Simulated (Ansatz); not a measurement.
# AlSiH5 (singlet): wave-function methods side by side at distance Al1–H4 along a hydrogen transfer = 1.475 Å, cc-pVDZ

One table from this session's results is given with a row withheld; the runs are named, their logs left out.

Method: cc-pVDZ, core rule «outside noble gas», up to 10 orbitals frozen; program: Ansatz 0.2.0, Gaussian basis.

The runs, in order: UHF; CCSD(T) on RHF; CCSD(T) on UHF; BCCD(T) on RHF; CISD; CCSDT(Q) on RHF; CCSDT(Q) on UHF; CASSCF and MRCISD+Q, 2 electrons in 2 orbitals; CASSCF and NEVPT2, 2 electrons in 2 orbitals; CASSCF and MRCISD+Q, 8 electrons in 8 orbitals; CASSCF and NEVPT2, 8 electrons in 8 orbitals.

6 further runs of the same task are left out: 5 that didn't finish, 1 set aside as unsound or not needed.

### The system

The geometry derives from fragments relaxed apart (PBE0/def2-TZVP) and kept rigid, so it is no stationary point. A hydrogen atom is moved between rigid fragments.

7 atoms, charge 0, spin multiplicity 1.

Atoms are counted from 1 here; the program's logs count them from 0.

Bond lengths: Al1–H2 1.586 Å, Al1–H3 1.586 Å, Al1–H4 1.475 Å, Si5–H6 1.526 Å, Si5–H7 1.526 Å. Angles: H2–Al1–H3 120.0°, H2–Al1–H4 120.0°, H3–Al1–H4 120.0°, H6–Si5–H7 91.2°.

Set-up of the first run:

in.yaml reads:

```yaml
crystal:
  periodic: [false, false, false]
  atoms:
    - {symbol: Al, position_ang: [-1.937233, 0.029322, 0.000000]}
    - {symbol: H, position_ang: [-2.730156, 1.402706, 0.000000]}
    - {symbol: H, position_ang: [-2.730157, -1.344062, 0.000000]}
    - {symbol: H, position_ang: [-0.462233, 0.029322, 0.000000]}
    - {symbol: Si, position_ang: [1.893767, 0.029322, 0.000000]}
    - {symbol: H, position_ang: [2.505948, -0.844962, 1.090012]}
    - {symbol: H, position_ang: [2.505948, -0.844962, -1.090012]}
basis:
  gaussian: {orbitals: cc-pVDZ}
magnetization: {spin_polarized: true, initial_magnetization: 0}
hamiltonian: {xc: hf}
output: {orbitals: {seedname: orbitals}}
```

Launch:

```bash
$ ansatz run in.yaml --threads 1 --pin off --events-out ev --progress --plain --max-ram 2393MiB
```

Among the steps run: UHF; CCSD(T) on RHF; CCSD(T) on UHF; BCCD(T) on RHF; CISD; CCSDT(Q) on RHF; CCSDT(Q) on UHF; CASSCF and MRCISD+Q, 2 electrons in 2 orbitals; CASSCF and NEVPT2, 2 electrons in 2 orbitals; CASSCF and MRCISD+Q, 8 electrons in 8 orbitals; CASSCF and NEVPT2, 8 electrons in 8 orbitals.

One of the session's tables, all rows but one given; the rest of the session is left out.

| method | from RCCSDT(Q) (meV) |
| --- | --- |
| RHF | +6160.2 |
| UHF | +6124.9 |
| RMP2 | ? |
| CISD | +704.3 |
| RCCSD | +140.8 |
| RCCSD(T) | +33.3 |
| BCCD(T) | +32.9 |
| RCCSDT | +4.2 |
| RCCSDT(Q) | 0 |
| CASSCF pair | +5685.1 |
| NEVPT2 pair | +1492.4 |
| MRCISD pair | +589.5 |
| MRCISD+Q pair | +25.8 |
| CASSCF frontier | +4502.2 |
| NEVPT2 frontier | +1354.7 |
| MRCISD frontier | +382.3 |
| MRCISD+Q frontier | +19.7 |

Q: Estimate the row for RMP2 from the others.

**Answer.** from RCCSDT(Q) (meV): +1537.8. In the column «from RCCSDT(Q) (meV)» it lies between NEVPT2 pair (+1492.4) and CASSCF frontier (+4502.2).

Not comparable, so not listed: CCSD(T) on UHF; CCSDT(Q) on UHF (they don't share determinant, frozen orbitals or solution with the rows shown, or repeat one).

Limits of these values: Warnings: restricted reference is unstable; spin contamination.
